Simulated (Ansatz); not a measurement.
Input for Ansatz (development build ahead of 0.2.0):

```yaml
crystal:
  periodic: [false, false, false]
  atoms:
    - { symbol: C, position_ang: [1.40334, -0.0074, -0.00201] }
    - { symbol: C, position_ang: [0.70134, 1.20785, -0.00239] }
    - { symbol: C, position_ang: [-0.69316, 1.21849, -0.00014] }
    - { symbol: C, position_ang: [-1.39607, 0.00418, 0.00102] }
    - { symbol: C, position_ang: [-0.69302, -1.20154, -0.00802] }
    - { symbol: C, position_ang: [0.68989, -1.21023, -0.00545] }
    - { symbol: H, position_ang: [2.47472, 0.00092, -0.00272] }
    - { symbol: H, position_ang: [1.24987, 2.15729, -0.00231] }
    - { symbol: H, position_ang: [-1.24009, 2.14214, 0.00511] }
    - { symbol: H, position_ang: [-2.481, 0.00624, -0.00696] }
    - { symbol: H, position_ang: [-1.24568, -2.14314, -0.00674] }
    - { symbol: H, position_ang: [1.24812, -2.15941, -0.00171] }
basis:
  gaussian: { orbitals: cc-pVDZ }
hamiltonian:
  xc: hf
```

The input is written out in the form of the current development build from the run's settings.

Results

```
Converged                       : yes
Total energy                    : -230.72100 hartree
Spin squared of the determinant : 0.000
```
